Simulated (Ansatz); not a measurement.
[NH₂···H···CH₂], triplet: the ladder up to UCCSDT(Q)

Geometry: a point of a hydrogen-transfer path between rigid fragments, not a stationary point.

```xyz
7

N    -1.1287   -0.0184   -0.0286
H    -1.4260    0.9495   -0.0286
H    -1.4260   -0.4207    0.8517
H     0.1703   -0.0184   -0.0286
C     1.2603   -0.0184   -0.0286
H     1.6747   -0.0184    0.9676
H     1.6747   -0.0184   -1.0247
```

Basis cc-pVDZ; Ansatz 0.2.0. Only valence electrons are correlated (noble-gas cores frozen), which leaves 14 electrons in 51 orbitals. Prefix R: restricted or restricted open-shell reference; prefix U: unrestricted. Active spaces: pair = (4e, 4o) about the gap.

Full CI isn't at hand for all of this; UCCSDT(Q) serves as the reference, and is uncertain by about the last step of the cluster series. The frozen core follows each run's orbitals, which can shift R against U totals by a few meV.

For open shells CISD is restricted-active-space CI with the open shells as a complete middle space.

```
UHF ⟨S²⟩                          : 2.033
T1 diagnostic (RCCSD)             : 0.0233
largest doubles amplitude (RCCSD) : 0.026
T1 diagnostic (UCCSD)             : 0.0139
```

```json
{"level": "RHF", "E − E(UCCSDT(Q)) (kJ/mol)": "917.4", "share of correlation (%)": "0.00", "wall time": "–"}
{"level": "UHF", "E − E(UCCSDT(Q)) (kJ/mol)": "883.9", "share of correlation (%)": "3.66", "wall time": "–"}
{"level": "RMP2", "E − E(UCCSDT(Q)) (kJ/mol)": "122.6", "share of correlation (%)": "86.64", "wall time": "–"}
{"level": "UMP2", "E − E(UCCSDT(Q)) (kJ/mol)": "125.6", "share of correlation (%)": "86.31", "wall time": "–"}
{"level": "CISD", "E − E(UCCSDT(Q)) (kJ/mol)": "98.3", "share of correlation (%)": "89.28", "wall time": "7 s"}
{"level": "RCCSD", "E − E(UCCSDT(Q)) (kJ/mol)": "23.0", "share of correlation (%)": "97.49", "wall time": "–"}
{"level": "UCCSD", "E − E(UCCSDT(Q)) (kJ/mol)": "22.3", "share of correlation (%)": "97.57", "wall time": "–"}
{"level": "RCCSD(T)", "E − E(UCCSDT(Q)) (kJ/mol)": "3.4", "share of correlation (%)": "99.63", "wall time": "2.1 s"}
{"level": "UCCSD(T)", "E − E(UCCSDT(Q)) (kJ/mol)": "3.5", "share of correlation (%)": "99.62", "wall time": "2.8 s"}
{"level": "BCCD(T)", "E − E(UCCSDT(Q)) (kJ/mol)": "3.5", "share of correlation (%)": "99.62", "wall time": "2.5 s"}
{"level": "RCCSDT", "E − E(UCCSDT(Q)) (kJ/mol)": "1.4", "share of correlation (%)": "99.85", "wall time": "–"}
{"level": "UCCSDT", "E − E(UCCSDT(Q)) (kJ/mol)": "1.2", "share of correlation (%)": "99.87", "wall time": "–"}
{"level": "RCCSDT(Q)", "E − E(UCCSDT(Q)) (kJ/mol)": "0.1", "share of correlation (%)": "99.99", "wall time": "6.5 s (H100)"}
```

The correlation energy at UCCSDT(Q), counted from RHF, is -9.508 eV. That run took 6 s on 2 threads of AMD EPYC 7R13 with a shared H100 80 GB, shared host.

Run but not shown, since their state or frozen core can't be matched to the reference's or they repeat it: CASSCF (pair space), NEVPT2 (pair space), MRCISD (pair space), MRCISD+Q (pair space).

Times hold each run's SCF and search for its determinant on a shared host, so for small cases they say little of a method's own cost; rows without a card ran on 1 thread of AMD EPYC 7R13.
